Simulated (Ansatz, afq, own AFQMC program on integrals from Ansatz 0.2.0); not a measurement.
Se, triplet → Se⁺, quartet

A free Se atom.

E(quartet, charge +1) − E(triplet, charge +0) at this geometry, on UHF and UHF determinants.

Basis cc-pVDZ. Only valence electrons are correlated. AFQMC by an in-house program on the Cholesky factors that Ansatz 0.2.0 writes for its CCSD(T) run. The CISD trial takes its coefficients from CCSD amplitudes. Released means that phaseless walkers are propagated on without the constraint, phases kept. Free projection: walkers drawn from exp(T), propagated without any constraint. Its projection time is finite, and what remains of the start isn't in its error. ± is one standard error of the sampling. No spin–orbit coupling. The errors of all members are added in quadrature.

Full CI on the same integrals is exact in this basis and with this determinant's frozen core.

Errors are counted within cc-pVDZ, not against nature.

Cautions: inner d shell frozen; no relativity below Rb; no spin-orbit coupling.

```
level  vertical ionization energy (eV)
   HF                            8.551
  MP2                            8.943
```

(1) From these cheaper values, estimate the vertical ionization energy at the reference level in cc-pVDZ.

(1) 8.968 eV (full CI in cc-pVDZ).

```json
{"level": "CCSD", "vertical ionization energy (eV)": "8.960", "error against FCI (eV)": "-0.007"}
{"level": "CCSD(T)", "vertical ionization energy (eV)": "8.966", "error against FCI (eV)": "-0.002"}
{"level": "CCSDT", "vertical ionization energy (eV)": "8.967", "error against FCI (eV)": "-0.001"}
{"level": "CCSDT(Q)", "vertical ionization energy (eV)": "8.967", "error against FCI (eV)": "0.000"}
{"level": "CCSDTQ", "vertical ionization energy (eV)": "8.968", "error against FCI (eV)": "0.000"}
{"level": "ph-AFQMC/HF", "vertical ionization energy (eV)": "8.909 ± 0.017", "error against FCI (eV)": "-0.058 ± 0.017"}
{"level": "ph-AFQMC/CISD", "vertical ionization energy (eV)": "8.965 ± 0.0007", "error against FCI (eV)": "-0.003 ± 0.0007"}
{"level": "released AFQMC", "vertical ionization energy (eV)": "8.967 ± 0.0006", "error against FCI (eV)": "-0.001 ± 0.0006"}
{"level": "free AFQMC", "vertical ionization energy (eV)": "8.967 ± 0.0008", "error against FCI (eV)": "0.000 ± 0.0008"}
```

Correlation beyond CCSD(T) changes it by less than 2 meV. The perturbative (T) step is worth +0.006 eV.

CCSDT and higher add their correlation energy to the determinant of the CCSD(T) run, since their own runs factorise the integrals more tightly (a shift of under 2 meV). Free projections are given only where their last times agree within the noise and don't stop above the reference; a slow remainder of the start can still hide under it. A walk keeps the symmetry of its determinant, which the program's search chose and which needn't be the lowest solution, so a lower state of the same spin and another symmetry isn't excluded. Released energies are given only where the last usable release times agree within the noise; a slower fall can still hide under it.
